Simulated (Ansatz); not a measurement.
`[Li][O][Li]` + CH₃OH → `[Li][O]C` + `[Li][OH]` at 600 K and 1 bar (ligand exchange at a Li–O bond).

Computed with Ansatz on PBE0-D4/def2-TZVP structures; ΔE is electronic, products minus reactants. CCSD(T)/CBS adds triple-zeta CCSD(T) − MP2 to the extrapolated MP2 energy (def2 sets, frozen cores). This one scheme is used for every species. For Li outer-core shells are correlated without core-valence functions, which leaves a few kJ/mol of doubt a bond.

```csv
species,CCSD(T)/CBS energy (Eh),H − E (kJ/mol),S (J/(mol·K))
`[Li][O][Li]`,-90.22019,41.5,266.2
CH₃OH,-115.61712,163.6,277.3
`[Li][O]C`,-122.55324,141.9,298.0
`[Li][OH]`,-83.31445,59.4,241.6
```

H − E and S are ideal-gas, rigid-rotor, harmonic terms from PBE0-D4/def2-TZVP. 1 Eh = 2625.50 kJ/mol, R = 8.31446 J/(mol·K).

Question: By hand: ΔE, ΔH, ΔS and ΔG.

Answer: ΔE = (-122.55324) + (-83.31445) − (-90.22019) − (-115.61712) = -0.03038 Eh = -79.8 kJ/mol. Δ(H − E) = 141.9 + 59.4 − 41.5 − 163.6 = -3.8, so ΔH = -83.6 kJ/mol. ΔS = 298.0 + 241.6 − 266.2 − 277.3 = -3.9 J/(mol·K). ΔG = -83.6 − 600 × (-3.9)/1000 = -81.3 kJ/mol.

Question: By hand: the equilibrium constant, and the temperature at which ΔG would vanish if ΔH and ΔS stayed fixed.

Answer: log₁₀ K = −ΔG/(RT ln 10) = 7.1. ΔG = 0 at ΔH/ΔS = 21436 K, far beyond where these terms or the molecules hold.

The number of gas molecules stays the same, so ΔS is small and ΔH decides. A doubt of 5 kJ/mol in ΔE shifts log₁₀ K by 0.4 here. These are equilibria of isolated gas molecules and say nothing of rates. Largest T1 diagnostic: 0.021 (customary marks: 0.02 for closed shells, 0.045 for open ones).
